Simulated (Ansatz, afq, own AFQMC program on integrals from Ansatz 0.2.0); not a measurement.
**AFQMC, coupled cluster and functionals along a coordinate of NH3, singlet**

| atom | x (Å) | y (Å) | z (Å) |
| --- | --- | --- | --- |
| N | 0.0003 | -0.0001 | -0.0667 |
| H | 0.9385 | 0.0130 | 0.3137 |
| H | -0.4826 | 0.8082 | 0.3055 |
| H | -0.4607 | -0.8202 | 0.3074 |

The N1–H4 distance is changed with both sides rigid. Energies in kJ/mol count from this geometry (1.012 Å) at the same level; the start stands on RHF, each point on the determinant named.

Basis 6-31G. Only valence electrons are correlated. Ansatz 0.2.0 and our own AFQMC program on the same integrals; the CISD trial comes from CCSD amplitudes, and released means the phaseless constraint is let go. Error bars are statistical, one sigma.

Cautions, each for one point or more: (T) is large; cluster runs in doubt by the program's own checks; higher spins were not checked; restricted determinant unstable towards unrestricted; strong correlation; the next higher spin lies close; the ph-AFQMC/CISD walk drifts between its halves.

```csv
r(N1–H4) / Å,det.,T1,weight,CCSD(T),ph-AFQMC/CISD,released AFQMC,FCI,CCSDT(Q),wB97M-V,MP2
0.810,RHF,0.005,0.96,157.6,157.8 ± 0.3,157.7 ± 0.2,157.8,157.8,151.2,155.8
1.206,RHF,0.007,0.94,44.9,45.4 ± 0.3,44.9 ± 0.2,44.8,44.8,50.7,49.2
1.605,RHF,0.015,0.91,227.9,227.4 ± 0.5,227.6 ± 0.3,227.4,227.3,261.5,253.8
2.256,RHF,0.041,0.73,383.2,390.7 ± 0.7,–,387.6,387.1,455.7§,492.6
3.476,RHF,0.050,0.53,384.7,418.6 ± 0.9,418.3 ± 0.9,418.5,418.1,477.5§,528.0
```

Weight is that of the determinant in the CISD state; at the start T1 is 0.006 and the weight 0.95. A dash marks a missing value, a released energy that hasn't settled or a functional that sits on another state. § marks a functional whose ⟨S²⟩ is too high by over 0.1. Largest departures from full CI: CCSD(T) -33.8 kJ/mol at 3.476 (on RHF), ph-AFQMC/CISD 3.2 kJ/mol at 2.256 (on RHF), released AFQMC 0.2 kJ/mol at 1.605 (on RHF) (within the noise), CCSDT(Q) -0.4 kJ/mol at 2.256 (on RHF), wB97M-V 34.1 kJ/mol at 1.605, MP2 109.6 kJ/mol at 3.476 (on RHF). Functionals count only at points shown to share the start's state and spin. In this small basis the wave-function levels are far from their limit, so their gap to the functionals isn't the functionals' error.

Some points may be missing: those where a free walk finds a much lower state, and past Zn most of those on another determinant than at the start.

CCSDT and higher add their correlation energy to the determinant of the CCSD(T) run, since their own runs factorise the integrals more tightly (a shift of under 2 meV). A walk keeps the symmetry of its determinant, which the program's search chose and which needn't be the lowest solution, so a lower state of the same spin and another symmetry isn't excluded. Released energies are given only where the last usable release times agree within the noise; a slower fall can still hide under it.
